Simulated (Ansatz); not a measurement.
```yaml
crystal:
  periodic: [false, false, false]
  atoms:
    - {symbol: B, position_ang: [0.000000, 0.000000, -1.439767]}
    - {symbol: O, position_ang: [0.000000, 0.000000, -0.196866]}
    - {symbol: Ge, position_ang: [0.000000, 0.000000, 1.636633]}
basis:
  gaussian: {orbitals: def2-TZVP}
magnetization: {spin_polarized: true, initial_magnetization: 3}
hamiltonian: {xc: pbe0}
relax: {f_tol: 0.004, max_steps: 80}
```

```sh
$ ansatz run in.yaml --threads 1 --pin off --events-out ev --progress --plain --max-ram 2176MiB
```

Steps of the relaxation (energy above the last step; positions in Å, forces in eV/Å):

```
3
step 1, 123.2 meV
B     0.000    0.000   -1.440    0.000    0.000    0.168
O     0.000    0.000   -0.197    0.000    0.000   -1.576
Ge    0.000    0.000    1.637    0.000    0.000    1.407
```

```
3
step 2, 79.5 meV
B     0.000    0.000   -1.451    0.000    0.000    0.358
O     0.000    0.000   -0.210    0.000    0.000   -1.347
Ge    0.000    0.000    1.660    0.000    0.000    0.990
```

```
3
step 3, 13.0 meV
B     0.000    0.000   -1.473    0.000    0.000   -0.102
O     0.000    0.000   -0.250    0.000    0.000   -0.226
Ge    0.000    0.000    1.723    0.000    0.000    0.328
```

```
3
step 6, 0.0 meV
B     0.000    0.000   -1.499    0.000    0.000    0.000
O     0.000    0.000   -0.282    0.000    0.000   -0.001
Ge    0.000    0.000    1.781    0.000    0.000    0.001
```

Close pairs at the end: B1–O2 1.217 Å, O2–Ge3 2.063 Å.

A stationary point of unrestricted PBE0 after 6 steps, with ⟨S²⟩ = 3.772 against 3.75 for a pure state; no frequencies were run, so it isn't proven a minimum. 27 s on 1 thread of Intel Xeon Platinum 8375C, shared host.
